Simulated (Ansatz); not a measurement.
A calculation with Ansatz (development build ahead of 0.2.0).

```yaml
crystal:
  periodic: [false, false, false]
  atoms:
    - { symbol: "N", position_ang: [1.02788, 0.0, 0.0] }
    - { symbol: C, position_ang: [0.30746, 1.02968, 0.0] }
    - { symbol: C, position_ang: [-0.90426, 0.65388, 0.0] }
    - { symbol: C, position_ang: [-0.90426, -0.65388, 0.0] }
    - { symbol: C, position_ang: [0.30746, -1.02968, 0.0] }
    - { symbol: H, position_ang: [1.95685, 0.0, 0.0] }
    - { symbol: H, position_ang: [0.70897, 1.94642, 0.0] }
    - { symbol: H, position_ang: [-1.70419, 1.25613, 0.0] }
    - { symbol: H, position_ang: [-1.70419, -1.25613, 0.0] }
    - { symbol: H, position_ang: [0.70897, -1.94642, 0.0] }
basis:
  gaussian: { orbitals: def2-TZVP }
hamiltonian:
  xc: hf
```

The input is written out in the form of the current development build from the run's settings.

The run gave:

```
Converged                       : yes
Total energy                    : -208.80977 hartree
Spin squared of the determinant : 0.000
```

Caution: no unrestricted run beside it, a lower state can exist.
